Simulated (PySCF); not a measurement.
Ionisation energy of Ar by level of theory

Ar [Ar] (1S) → Ar⁺ [Ne] 3s2 3p5 (2P), as a difference of total energies. All numbers are calculated (PySCF 2.14, scalar relativity by spin-free X2C-1e, in aug-cc-pVDZ-DK (5s4p2d, 27 functions)). Correlated levels: valence: [Ne] frozen. The calculations carry no spin-orbit coupling.

```tsv
method	ionisation energy (eV)	plus first-order spin-orbit estimate	error of that sum (eV)
UHF	14.664	14.607	-1.153
MP2 (valence)	15.639	15.582	-0.178
SCS-MP2 (valence)	15.540	15.483	-0.277
CCSD (valence)	15.489	15.432	-0.328
CCSD(T) (valence)	15.511	15.454	-0.306
CCSDT (valence)	15.509	15.452	-0.308
```

Reference: 15.760 eV (measured; NIST Atomic Spectra Database, ionization energies).

A first-order spin-orbit estimate (lowest level to lowest level, LS coupling) adds -0.057 eV.

Errors of the correlated levels include the incompleteness of this basis and the frozen core.
